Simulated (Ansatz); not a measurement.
## CS: the interaction energy of a dimer with the counterpoise correction, step by step

Program: the Ansatz DFT code, driven from Python.

At the Python prompt:
```pycon
>>> import ansatz
>>> import numpy as np
>>> FIRST = [
...     ("C", (0.8992, 0.0, 0.0)),
...     ("S", (-0.8992, 0.0, 0.0)),
... ]
>>> SECOND = [
...     ("C", (-0.188, -1.3135, 3.1788)),
...     ("S", (1.5855, -1.214, 3.4601)),
... ]
>>> def energy(atoms, ghosts=()):
...     molecule = ansatz.Crystal.molecule()
...     for symbol, xyz in atoms:
...         molecule = molecule.atom(symbol, xyz)
...     calc = (
...         molecule.calculation()
...         .basis(gaussian="def2-SVPD")
...         .functional("hf")
...     )
...     deck = calc.input()
...     if ghosts:
...         deck = deck.set(ansatz.key.basis.gaussian.ghost_atoms, [{"symbol": s, "position_ang": list(xyz)} for s, xyz in ghosts])
...     return ansatz.Session.from_dict(deck).plan().execute().report["free_energy_ev"]
...
>>> direction = np.array([0.193, -0.3491, 0.917])
>>> print("shift (A)   counterpoise-corrected interaction (kcal/mol)")
shift (A)   counterpoise-corrected interaction (kcal/mol)
>>> for shift in (-0.3, 0.0, 0.4, 1.0, 2.0):
...     moved = [(s, tuple(np.round(np.array(xyz) + shift * direction, 4))) for s, xyz in SECOND]
...     gain = energy(FIRST + moved) - energy(FIRST, moved) - energy(moved, FIRST)
...     print(f"{shift:8.2f} {23.060548 * gain:14.3f}")
...
   -0.30          3.893
    0.00          1.684
    0.40          0.498
    1.00          0.048
    2.00         -0.045
```

What to keep in mind:
- The dimer is a generated trial pose of unrelaxed monomers, not a minimum, so the figure is no binding energy, and the basis set is small.
- Hartree-Fock leaves correlation out, so bond, atomisation and ionisation energies come out well too low.
- This level lacks the dispersion part of the attraction (electrostatics and induction are there), which can decide the sign where the interaction is weak.
- Hardware and time: 9.6 s on 1 thread of Arm Neoverse V2 (shared host), peak memory 0.22 GiB.
